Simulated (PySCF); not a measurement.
Bonds broken one at a time in the series SiH2(OH)-X. Gas-phase values, no solvent. One relaxed conformer stands for each flexible species; it need not be the lowest. Strings in code marks are SMILES.

Level of theory: PySCF with PBE0-D4/def2-TZVP. 

```json
[
 {"species": "whole molecule (`O[SiH3]`)", "highest occupied spin orbital (eV)": "–"},
 {"species": "whole molecule (`[SiH2](C)O` (C–Si–O–H torsion 70°))", "highest occupied spin orbital (eV)": "–"},
 {"species": "radical fragment (`F[SiH2]`)", "highest occupied spin orbital (eV)": "-6.56"},
 {"species": "radical fragment (`[F]`)", "highest occupied spin orbital (eV)": "-12.46"},
 {"species": "whole molecule (`O=C(C)[SiH2]O` (O–C–Si–O torsion 0°, C–Si–O–H torsion 0°))", "highest occupied spin orbital (eV)": "–"},
 {"species": "radical fragment (`O=C(O)[SiH2]`)", "highest occupied spin orbital (eV)": "?"}
]
```

Task: Complete the blanks.

Result: 
- radical fragment (`O=C(O)[SiH2]`), highest occupied spin orbital (eV): -6.66
